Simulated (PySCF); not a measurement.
Atom-mapped SMILES (the numbers label the heavy atoms): `[O:1]=[PH2:2][OH:3]`; H(Xn) means a hydrogen on atom n.

A single conformation, equivalent nuclei averaged, no solvent model, no relativistic terms. Shieldings: GIAO B97-2/pcSseg-2; PBE0-D3(BJ)/def2-TZVP geometry; PySCF 2.14.0 with density-fitted response routines.

Referencing at the same level of theory: 1H (σref 31.64) vs TMS; 17O (σref 327.66) vs H2O; 31P (σref 317.21) vs H3PO4.

```tsv
atoms	nucleus	count	δ (ppm)
O3	17O	1	93.8
H(O3)	1H	1	?
O1	17O	1	134.4
H(P2)	1H	2	?
P2	31P	1	2.3
```

Fill in the missing shifts.

## Answers


- H(P2): 7.54 ppm, hydrogen on a phosphorus bonded to 2 O
- H(O3): 2.76 ppm, hydrogen on an oxygen bonded to P; exchangeable; this is the value without hydrogen bonding to other molecules

OH/NH shifts are gas-phase values; hydrogen bonding in solution moves them, usually downfield. Experimental scales use liquid or dissolved standards, which lie at an offset from isolated H2O (liquid H2O: subtract about 36 ppm) and H3PO4.
